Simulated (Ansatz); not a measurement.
Basis-set series for CHFO, SMILES `O=CF`. Total charge 0; spin multiplicity 1. All single points use the PBE0-D4/def2-TZVP geometry.

```
functional       basis  functions  energy (Eh)  HOMO (eV)  LUMO (eV)
   PBE0-D4  def2-TZVPP        107   -213.64481      -9.52      -0.89
   PBE0-D4  def2-QZVPP        201   -213.65607      -9.57      -0.97
   ωB97M-V  def2-TZVPP        107   -213.80752     -11.97       1.52
   ωB97M-V  def2-QZVPP        201   -213.81827     -12.01       1.37
```

Q: Give the rows for def2-SVP. (An estimate is asked.)

A: The calculation gave: 
```csv
functional,basis,functions,energy (Eh),HOMO (eV),LUMO (eV)
PBE0-D4,def2-SVP,47,-213.38750,-9.33,-0.61
ωB97M-V,def2-SVP,47,-213.54354,-11.76,1.91
```

Positive LUMOs are unbound and depend on the basis.

Program: Ansatz 0.2.0.
